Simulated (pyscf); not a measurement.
# Four-centre exchange: HO–BH–OH (SMILES OBO) + BH₃ (SMILES B) → H₂B–O–BH–OH (SMILES BOBO) + H₂ (SMILES [H][H])

Gas phase, singlet surface, charge 0. Bonds broken: O1–H4, B7–H8. Bonds formed: O1–B7, H4–H8. PySCF, gas phase, ωB97X-D3(BJ)/def2-SVP geometries.

Transition state (Å):

```xyz
10

O     -0.8563    -0.6296     0.1887
B     -2.0933    -0.0811     0.5012
O     -2.2883     1.2533     0.4875
H     -0.3202    -1.0946    -0.8037
H     -2.9946    -0.8180     0.8106
H     -1.5105     1.7403     0.1796
B      0.3508     0.1260    -0.4854
H      0.4959    -0.8221    -1.4130
H      0.0144     1.1371    -1.0689
H      1.3462     0.1241     0.1968
```

One imaginary mode, 1450i cm⁻¹; descent along it reached the two sides named, in the forms told below.

```
bond   change  reactant side (Å)  saddle  product side
-----  ------  -----------------  ------  ------------
O1–H4  breaks              0.963   1.220           3.1
B7–H8  breaks              1.217   1.334           3.1
O1–B7   forms              1.679   1.576         1.354
H4–H8   forms              2.460   1.054         0.760
```

Electronic energies relative to the separated reactants (kJ/mol):

```tsv
level	barrier	reaction energy	reverse barrier
ωB97X-D3(BJ)/def2-TZVP	50.5	-109.2	159.7
PBE/def2-TZVP	18.9	-110.9	129.8
r²SCAN/def2-TZVP	28.6	-114.8	143.4
B3LYP-D3(BJ)/def2-TZVP	49.4	-113.2	162.6
PBE0-D3(BJ)/def2-TZVP	29.5	-108.9	138.4
M06-2X/def2-TZVP	45.2	-119.3	164.5
ωB97M-D3(BJ)/def2-TZVP	48.1	-109.9	158.0
HF/def2-TZVP	139.9	-97.1	237.0
```

With ωB97M-D3(BJ)/def2-TZVP energies and thermal terms (ideal gas, 1 atm, RRHO with modes under 100 cm⁻¹ raised to 100, one conformer, R ln 2 for chiral ones without a mode under 150 cm⁻¹), in kJ/mol:

| T (K) | ΔH‡ | ΔG‡ | ΔH | ΔG |
|---|---|---|---|---|
| 298 | 45.4 | 88.2 | -120.0 | -113.7 |
| 600 | 44.6 | 132.2 | -116.0 | -108.9 |
| 900 | 46.4 | 175.7 | -112.6 | -106.1 |
| 1200 | 49.3 | 218.3 | -109.9 | -104.4 |

On the reactant side the descent ends in an adduct with a B–O contact, 65.3 kJ/mol under the separated species and 115.9 kJ/mol under the saddle at ωB97X-D3(BJ)/def2-TZVP. What is counted as formed (B–O) is already present as a longer contact in the reactant adduct; forming that adduct is a step of its own. One saddle was located; it need not be the lowest between these sides.
